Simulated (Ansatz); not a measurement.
# BHO: the cost of one run

The runs use Ansatz 0.2.0, Gaussian basis; PBE0-D4/def2-TZVP structures, single points in def2-TZVPP, no counterpoise correction.

Levels: SPW92, PBE-D4, BLYP-D4, r2SCAN-D4, B97M-V, PBE0-D4, B3LYP-D4, r2SCAN0-D4, BHLYP-D4, CAM-B3LYP-D4, wB97X-V, wB97M-V, B2PLYP, PBE-QIDH, RPA on PBE, Hartree-Fock, MP2, CCSD, CCSD(T).

Cores are frozen in the correlated methods. B3LYP uses VWN-RPA correlation. B2PLYP carries no dispersion term here.

40 further runs of the same task are left out: 40 set aside as unsound or not needed.

**1. Where the work starts**

The complex: 8 atoms, charge 0, spin multiplicity 1.

Atoms are counted from 1 here; the program's logs count them from 0.

Bond lengths: B1–O3 1.198 Å, B1–H5 1.172 Å, C2–H4 1.090 Å, C2–H6 1.090 Å, C2–H7 1.090 Å, C2–H8 1.090 Å. Angles: O3–B1–H5 179.6°, H4–C2–H6 109.4°, H4–C2–H7 109.7°, H4–C2–H8 109.7°, H6–C2–H7 109.2°, H6–C2–H8 109.2°, H7–C2–H8 109.7°.

As a file:

| atom | x (Å) | y (Å) | z (Å) |
| --- | --- | --- | --- |
| B1 | -1.6228 | -0.5627 | -1.3231 |
| C2 | 0.9723 | 0.3420 | 0.7937 |
| O3 | -1.4093 | -1.7393 | -1.4016 |
| H4 | 0.8086 | -0.6818 | 0.4579 |
| H5 | -1.8384 | 0.5875 | -1.2513 |
| H6 | 1.8437 | 0.3738 | 1.4471 |
| H7 | 1.1468 | 0.9880 | -0.0671 |
| H8 | 0.0991 | 0.6925 | 1.3444 |

Its parts: BHO holds atoms 1, 3, 5; CH4 holds atoms 2, 4, 6, 7, 8. Each part counts its atoms afresh in its own runs.

**2. Relaxing BHO alone**

Contents of relax-a/in.yaml:

```yaml
crystal:
  periodic: [false, false, false]
  atoms:
    - {symbol: B, position_ang: [-1.622757, -0.562724, -1.323084]}
    - {symbol: O, position_ang: [-1.409283, -1.739293, -1.401558]}
    - {symbol: H, position_ang: [-1.838383, 0.587462, -1.251286]}
basis:
  gaussian: {orbitals: def2-TZVP}
hamiltonian: {xc: pbe0, dispersion: d4}
relax: {f_tol: 0.005, max_steps: 200}
```

Launch:

```bash
ansatz run in.yaml --threads 2 --pin off --events-out ev --progress --plain --max-ram 4352MiB
```

**Question.** How long does this run take on 2 threads of Arm Neoverse V2, shared host?

About 1.4 s.
